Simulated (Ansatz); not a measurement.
**B₂H₂ (singlet): the correlation ladder at distance B1–H3 = 1.399 Å, 6-31G**

Aim: climb from Hartree-Fock through coupled cluster and multireference methods for B₂H₂ (singlet) at one geometry and basis, and see what each rung misses.

Computed with Ansatz 0.2.0, Gaussian basis. Level: 6-31G, core rule «outside noble gas», up to 2 orbitals frozen.

Plan: UHF; CCSD(T) on RHF; CCSD(T) on UHF; BCCD(T) on RHF; CISD; CCSDT(Q) on RHF; CCSDT(Q) on UHF; CISDTQ; CCSDTQ on RHF; CASSCF and MRCISD+Q, 2 electrons in 2 orbitals; CASSCF and NEVPT2, 2 electrons in 2 orbitals; CASSCF and MRCISD+Q, 8 electrons in 10 orbitals; CASSCF and NEVPT4(SD), 8 electrons in 10 orbitals; CASSCF and NEVPT2, 8 electrons in 10 orbitals; Full CI.

15 further runs of the same task are left out: 10 that didn't finish, 5 set aside as unsound or not needed.

## (1) What is computed

The geometry derives from a PBE0/def2-TZVP stationary point (not a proven minimum). One bond is set to the value named and the two fragments are kept rigid.

4 atoms, charge 0, spin multiplicity 1.

Atoms are counted from 1 here; the program's logs count them from 0.

Bond lengths: B1–B2 1.525 Å, B1–H3 1.399 Å, B2–H4 1.176 Å. Angles: B2–B1–H3 180.0°, B1–B2–H4 180.0°.

Geometry (Å):

```mol
B2H2
  3D, bonds by distance, orders not assigned

  4  3  0  0  0  0  0  0  0  0999 V2000
    0.0000    0.0000    0.7067 B   0  0
    0.0000    0.0000   -0.8183 B   0  0
    0.0000    0.0000    2.1057 H   0  0
    0.0000    0.0000   -1.9941 H   0  0
  1  2  8  0
  1  3  8  0
  2  4  8  0
M  END
```

## (2) UHF

File in.yaml:

```yaml
crystal:
  periodic: [false, false, false]
  atoms:
    - {symbol: B, position_ang: [0.000000, 0.000000, 0.706703]}
    - {symbol: B, position_ang: [0.000000, 0.000000, -0.818336]}
    - {symbol: H, position_ang: [0.000000, 0.000000, 2.105703]}
    - {symbol: H, position_ang: [0.000000, 0.000000, -1.994070]}
basis:
  gaussian: {orbitals: 6-31G}
magnetization: {spin_polarized: true, initial_magnetization: 0}
hamiltonian: {xc: hf}
output: {orbitals: {seedname: orbitals}}
```

Launch:

```bash
$ ansatz run in.yaml --threads 1 --pin off --events-out ev --progress --plain --max-ram 2393MiB
```

Further steps of the session: CCSD(T) on RHF; CCSD(T) on UHF; BCCD(T) on RHF; CISD; CCSDT(Q) on RHF; CCSDT(Q) on UHF; CISDTQ; CCSDTQ on RHF; CASSCF and MRCISD+Q, 2 electrons in 2 orbitals; CASSCF and NEVPT2, 2 electrons in 2 orbitals; CASSCF and MRCISD+Q, 8 electrons in 10 orbitals; CASSCF and NEVPT4(SD), 8 electrons in 10 orbitals; CASSCF and NEVPT2, 8 electrons in 10 orbitals; Full CI.

Q: Predict the results of all the runs planned. Wanted: FCI below the RHF energy; RMP2 from FCI; RCCSD from FCI; RCCSD(T) from FCI; RCCSDT(Q) from FCI; NEVPT2 valence from FCI; NEVPT4(SD) valence from FCI; MRCISD+Q valence from FCI; T1 diagnostic.

**Answer**, as computed:

```
                         quantity                                                                             value
         FCI below the RHF energy                                                                        -3.5877 eV
                    RMP2 from FCI                                                                     +101.6 kJ/mol
                   RCCSD from FCI                                                                      +21.8 kJ/mol
                RCCSD(T) from FCI                                                                      +12.5 kJ/mol
               RCCSDT(Q) from FCI                                                                       -0.3 kJ/mol
          NEVPT2 valence from FCI                                                                      +21.7 kJ/mol
      NEVPT4(SD) valence from FCI                                                                       +3.3 kJ/mol
        MRCISD+Q valence from FCI                                                                       +0.5 kJ/mol
levels within 1 kcal/mol (43 meV)  RCCSDT, RCCSDT(Q), RCCSDTQ, NEVPT4(SD) valence, MRCISD valence, MRCISD+Q valence
                    T1 diagnostic                                                                             0.011
   effectively unpaired electrons                                                                              2.03
```

In words: RCCSD(T) misses by +12.5 kJ/mol, 3.6 % of the correlation energy. RCCSDT(Q) falls below full CI, which methods that aren't variational can do. The occupations show strong static correlation (2.0 unpaired electrons where one determinant has 0). Coupled cluster on one determinant still stays close here. Of the multireference levels listed MRCISD+Q valence comes nearest in total energy (+0.5 kJ/mol), which doesn't show that its space is the better one. These misses are within one basis, not against nature.
